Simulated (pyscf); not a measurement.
This saddle point was located with ωB97X-D3(BJ)/def2-SVP in PySCF.

```xyz
11

O     -1.5762     0.1257     0.7271
As    -1.7343    -1.7001     0.6943
O     -0.5476    -2.0436    -0.5878
H     -1.9021     0.8862    -0.0144
H     -0.7059    -1.8736     1.7955
H     -0.9956    -2.1697    -1.4345
Si    -0.0323     1.1815     0.5257
H     -1.3742     1.8287    -0.4524
H      0.7865     1.0878    -0.7167
H      0.6799     0.2399     1.4731
H      0.0670     2.4914     1.2316
```
Charge 0, spin multiplicity 1.

Surface: singlet, charge 0. Lowest wavenumbers (cm⁻¹): 1236i, 64, 112, 195, 228.

Which two sides does it connect, and which bonds change?

HO–AsH–OH + SiH₄ ⇌ HO–AsH–O–SiH₃ + H₂, a four-centre exchange read from left to right: H–O, H–Si broken and O–Si, H–H formed. At ωB97M-D3(BJ)/def2-TZVP it lies +34.5 kcal/mol from the left side and +51.7 kcal/mol from the right (each side as separated species at their lowest minima found). One saddle was located; it need not be the lowest between these sides. Elements up to Kr have no core potential and no relativistic terms here.
